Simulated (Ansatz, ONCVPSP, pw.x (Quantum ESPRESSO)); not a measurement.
## molybdenum (Mo): does the ONCV potential hold in the solid?

ONCVPSP 4.0.1.1 (patched build) input, shortened (lines: element, Z, core and valence counts, functional; n l f; lmax; l rc ep ncon nbas qcut; lloc lpopt rc5 dvloc0; l nproj debl; icmod fcfact rcfact), LDA (Perdew-Wang 92), scalar-relativistic:

```
  Mo 42.00    6    4  -001012      upf
    1    0    2.00
    2    0    2.00
    2    1    6.00
    3    0    2.00
    3    1    6.00
    3    2   10.00
    4    0    2.00
    4    1    6.00
    4    2    5.00
    5    0    1.00
    2
    0    1.90    0.00    3    6    7.00
    1    1.45    0.00    5   10    8.20
    2    2.15    0.00    4    9    8.20
    4    4    1.35    6.00
    0    2    1.60
    1    2    1.80
    2    2    2.35
    3    5.00    1.75
```

Atomic tests: cutoffs needed: 27 Ha and 33 Ha (the cutoffs (Ha) at which the residual kinetic energy of the hardest occupied pseudo-wave falls to 1 and 0.1 mHa per electron); ghost test: no bound ghost flagged; no localised positive-energy state flagged; largest excitation error: -6.5 meV (all-electron minus pseudo) for 4s2 4p6 4d3 5s0, out of 4 test configurations.

Crystal test: bcc Mo in pw.x 7.5, no spin, 15³ k-points, Fermi–Dirac smearing 0.01 Ry, cutoffs 80/320 Ry. The reference is all-electron LAPW (Ansatz 0.2.0) with the same functional, mesh and smearing; V0 and B0 come from Birch–Murnaghan fits to the pressures at five volumes. Errors are pseudo minus all-electron; Δ is the rms difference of the E(V) curves that follow from these fits, minima aligned, over ±6 % about the mean V0. Mesh and smearing are coarse, so the numbers serve the comparison and aren't converged zero-temperature values; the lattice is a test structure that the element need not adopt.

| V (Å³/atom) | P all-electron (GPa) | P pseudo (GPa) |
| --- | --- | --- |
| 14.314 | 16.92 | 18.28 |
| 14.690 | 8.05 | 9.25 |
| 15.067 | 0.24 | 1.30 |
| 15.444 | -6.63 | -5.70 |
| 15.820 | -12.67 | -11.84 |

All-electron: a0 = 3.113 Å (V0 = 15.08 Å³/atom), B0 = 291.6 GPa.

Pseudopotential: mean pressure error (GPa): +1.08; a0 (Å): 3.116; a0 error (%): +0.12; B0 error (%): +0.3; Δ (meV/atom): 3.5.

At the middle volume, how do free energy and pressure move when the wave cutoff is lowered (ecutrho kept at four times it)?

```json
{"cutoff (Ry)": "36", "shift of F (meV/atom)": "+2233.9", "shift of P (GPa)": "-58.98"}
{"cutoff (Ry)": "48", "shift of F (meV/atom)": "+470.3", "shift of P (GPa)": "-25.35"}
{"cutoff (Ry)": "64", "shift of F (meV/atom)": "+13.8", "shift of P (GPa)": "-1.95"}
```

The run at the middle volume (120 k-points, 8 iterations) took about 19 s on one core of a shared host (Intel(R) Xeon(R) 6975P-C, 192 threads, 756 GiB, load 88).
